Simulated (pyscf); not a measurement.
Thermochemistry of product channels of Cl–AlH–Cl on the singlet surface, in eV, from CCSD(T)/def2-TZVPP + ΔMP2(QZVPP) energies (ideal gas, 1 atm, RRHO with modes under 100 cm⁻¹ raised to 100, one conformer, R ln 2 for rigid chiral ones). PySCF, gas phase, ωB97X-D3(BJ)/def2-SVP geometries. Correlated levels are frozen-core, on RHF or UHF. ΔMP2 is the change of the MP2 total energy from the triple- to the quadruple-zeta basis.

```tsv
products	ΔE	ΔH(298 K)	ΔG(298 K)	ΔG(1200 K)
Cl–Cl + AlH [singlet]	?	+6.31	+5.92	+4.78
HCl + Al–Cl [singlet]	+2.23	+2.22	+1.83	+0.67
```

Problem. Fill in the missing entries.

Solution. 
- Cl–Cl + AlH [singlet], ΔE: +6.40

These are energies of the channels, which say nothing of barriers. The CCSD(T) − MP2 part came from Ansatz, without density fitting, on the same reference.
